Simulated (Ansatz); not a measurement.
Telling isomers of CH2NS− apart by their spectra

These gas-phase data were calculated for one isomer of CH2NS− at PBE0-D4/def2-TZVPD (harmonic, unscaled wavenumbers; equilibrium rotational constants with average atomic masses):

```
rotational constants            : 67.2, 6.546, 5.965 GHz
all wavenumbers above 1500 cm⁻¹ : 3638, 3274, 1574
```

Candidates:

(1) `[H]/N=C/[S-]`, a singlet
(2) `C=N[S-]`, a singlet
(3) `N[C-]=S`, a singlet

Problem. Which candidate do the data belong to?

Solution. Candidate (3). The band at 3638 cm⁻¹ lies where the N–H stretch is expected; (2) has no mode between 3250 and 3800 cm⁻¹. 2 modes lie between 3250 and 3800 cm⁻¹, one for each N–H bond, while (1) has 1.

The same quantities for all candidates:

```tsv
	rotational constants (GHz)	wavenumbers above 1500 cm⁻¹	E above the lowest, PBE0-D4/def2-TZVPD (kcal/mol)
(1)	80.98, 6.039, 5.62	3418, 2899, 1546	0.0
(2)	74.65, 6.645, 6.102	3074, 2968, 1605	21.5
(3)	67.2, 6.546, 5.965	3638, 3274, 1574	29.8
```

Harmonic stretches to hydrogen usually lie a few per cent above observed fundamentals. Each candidate is one conformer. Programs: Ansatz 0.2.0.
